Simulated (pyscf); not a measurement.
O=Sn(OH)–OH (SMILES [O]=[Sn]([OH])[OH]) + H₂ (SMILES [H][H]) → O=SnH–OH (SMILES [O]=[SnH][OH]) + H₂O (SMILES O), a four-centre exchange (singlet surface; O–Sn, H–H broken, H–Sn, H–O formed). Single points on ωB97X-D3(BJ)/def2-SVP structures (PySCF, gas phase). Energies in kJ/mol from the separated reactants.

GFN2-xTB: tblite. 

### Question
In single points GFN2-xTB puts the saddle at 118.0 kJ/mol and the reaction energy at -32.0 kJ/mol. Should these be trusted to within a few kcal/mol? Compare with ωB97M-D3(BJ)/def2-TZVP.

### Answer
ωB97M-D3(BJ)/def2-TZVP gives ΔE‡ = 96.6 kJ/mol and ΔE = +2.6 kJ/mol. GFN2-xTB lies 21.4 kJ/mol over it in the barrier and 34.6 kJ/mol under it in the reaction energy, so on this step it does not hold to within 12.6 kJ/mol. ωB97M-D3(BJ)/def2-TZVP has limits of its own. On the product side the descent ends in an adduct with a O–Sn contact, 68.6 kJ/mol under the separated species and 155.8 kJ/mol under the saddle at ωB97X-D3(BJ)/def2-TZVP. What is counted as broken (O–Sn) persists as a longer contact in the product adduct; parting that adduct is a step of its own. At the saddle there is also a short H–Sn contact that neither side keeps. O=SnH–OH lies 275.0 kJ/mol over its isomer HO–Sn:–OH [singlet] (electronic energy, ωB97M-D3(BJ)/def2-TZVP). One saddle was located; it need not be the lowest between these sides. In the def2 sets elements past Kr carry core potentials, without spin-orbit coupling.
